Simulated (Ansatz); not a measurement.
Input file:

```yaml
crystal:
  periodic: [false, false, false]
  atoms:
    - {symbol: C, position_ang: [-2.127176, 0.000000, 0.000000]}
    - {symbol: H, position_ang: [-2.490382, 1.027301, 0.000000]}
    - {symbol: H, position_ang: [-2.490382, -0.513650, 0.889668]}
    - {symbol: H, position_ang: [-2.490382, -0.513650, -0.889669]}
    - {symbol: H, position_ang: [-0.833176, 0.000000, 0.000000]}
    - {symbol: S, position_ang: [1.057824, 0.000000, 0.000000]}
basis:
  gaussian: {orbitals: cc-pVDZ}
magnetization: {spin_polarized: true, initial_magnetization: 2}
correlation: {method: ccsdt_q, electrons: outside_noble_gas}
```

```sh
$ ansatz run in.yaml --threads 1 --pin off --events-out ev --progress --plain --max-ram 2393MiB
```

Output:

```
982 factors; integrals over basis functions are off by at most 1.7e-7 eV
mean field evaluation 1: about -11907.9506 eV, gradient 1.3e1 eV
mean field evaluation 2: about -11907.9815 eV, gradient 1.3e1 eV
mean field evaluation 4: about -11909.2505 eV, gradient 1.9e0 eV
mean field evaluation 8: about -11909.2978 eV, gradient 1.4e-1 eV
mean field evaluation 16: about -11909.0419 eV, gradient 4.7e0 eV
mean field evaluation 32: about -11909.2984 eV, gradient 1.6e-5 eV
mean field evaluation 64: about -11907.9483 eV, gradient 9.2e0 eV
mean field evaluation 96: about -11908.8591 eV, gradient 6.3e-1 eV
mean field evaluation 128: about -11909.2953 eV, gradient 6.3e-1 eV
mean field evaluation 160: about -11908.8653 eV, gradient 4.8e-2 eV
mean field evaluation 192: about -11909.2983 eV, gradient 3.6e-2 eV
mean field -11909.29838780 eV, -437.6586433391 hartree, gradient 5.4e-6 eV, S^2 2.022543; 10 other end points of the search recorded, 0 dependent functions left out
determinant -11909.29838780 eV, -437.6586433391 hartree, with singles and doubles -11917.37375820 eV, -437.9554077278 hartree
determinant -11908.86541674 eV, -437.6427319462 hartree, with singles and doubles -11916.94457407 eV, -437.9396355018 hartree
determinant -11909.29838780 eV, -437.6586433391 hartree, with singles and doubles -11917.37369421 eV, -437.9554053763 hartree
determinant -11908.86541674 eV, -437.6427319462 hartree, with singles and doubles -11916.94458402 eV, -437.9396358675 hartree
6 core orbitals not correlated: weight in the atoms' cores, before any rotation towards them, 1.000 or more for the frozen orbitals, at most 0.000 for the correlated occupied ones
reference -11909.29838780 eV, -437.6586433391 hartree; 8, 6 occupied and 38, 40 virtual orbitals, 982 factors
second order -6.92046838 eV of doubles, -0.00000000 eV of singles
cycle   1  -7.76946335 eV  change   -8.5e-1 eV  update   6.9e-2
cycle   2  -8.19665621 eV  change   -4.3e-1 eV  update   2.7e-2
cycle   3  -8.26586196 eV  change   -6.9e-2 eV  update   1.0e-2
cycle   4  -8.26449232 eV  change    1.4e-3 eV  update   4.2e-3
cycle   5  -8.26560489 eV  change   -1.1e-3 eV  update   1.8e-3
cycle   6  -8.26552296 eV  change    8.2e-5 eV  update   8.9e-4
cycle   7  -8.26544715 eV  change    7.6e-5 eV  update   4.2e-4
cycle   8  -8.26569402 eV  change   -2.5e-4 eV  update   2.3e-4
cycle   9  -8.26571560 eV  change   -2.2e-5 eV  update   8.6e-5
cycle  10  -8.26560090 eV  change    1.1e-4 eV  update   3.2e-5
cycle  11  -8.26561523 eV  change   -1.4e-5 eV  update   1.3e-5
cycle  12  -8.26562957 eV  change   -1.4e-5 eV  update   4.4e-6
cycle  13  -8.26563571 eV  change   -6.1e-6 eV  update   2.1e-6
cycle  14  -8.26563768 eV  change   -2.0e-6 eV  update   8.1e-7
cycle  15  -8.26563760 eV  change    8.1e-8 eV  update   3.3e-7
perturbative correction -0.00922000 eV, -0.0003388289 hartree
Total energy: -11917.57324540 eV, -437.9627387471 hartree
```

Ran on 1 thread of Arm Neoverse V2, shared host: 57 s wall, 0.7 GiB peak host memory.
